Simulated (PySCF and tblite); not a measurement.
Values are calculated unless marked as measured or tabulated.
C3H6O, numbered as in [OH:1][CH:2]1[CH2:3][CH2:4]1.

Search: ETKDG and KDG, MMFF94s, GFN2-xTB, 90 starts; geometries at PBE0-D3(BJ)/def2-SVP. Weights use PBE0-D3(BJ)/def2-TZVP (IEF-PCM, chloroform) energies plus GFN2-xTB zero-point and thermal terms (modes under about 100 cm⁻¹ blended into free rotors). Symmetry numbers and mirror images are counted. Conformers within 3 kcal/mol (GFN2-xTB free energy) were kept, 8 at most. Run with PySCF (density fitting) and tblite.

Rotational constants are equilibrium values for the commonest isotopes; dipoles come from the energy level named and are polarised by its solvent model.

Torsions listed: H1–O1–C2–C3. Of a mirror pair one member is shown.

| conformer | shape | symmetry | weight % |
| --- | --- | --- | --- |
| 1 | 146° | C1 (pair) | 97.9 |
| 2 | 37° | Cs | 2.1 |

Sets of constants, in random order:

```tsv
set	A (MHz)	B (MHz)	C (MHz)	abs μa (D)	abs μb (D)	abs μc (D)
P	16872	6793	5946	1.43	0.00	1.05
Q	16885	6961	6002	0.42	1.54	0.82
```

(1) Match each set to its conformer.

Answers

(1) P is conformer 2, Q is conformer 1.
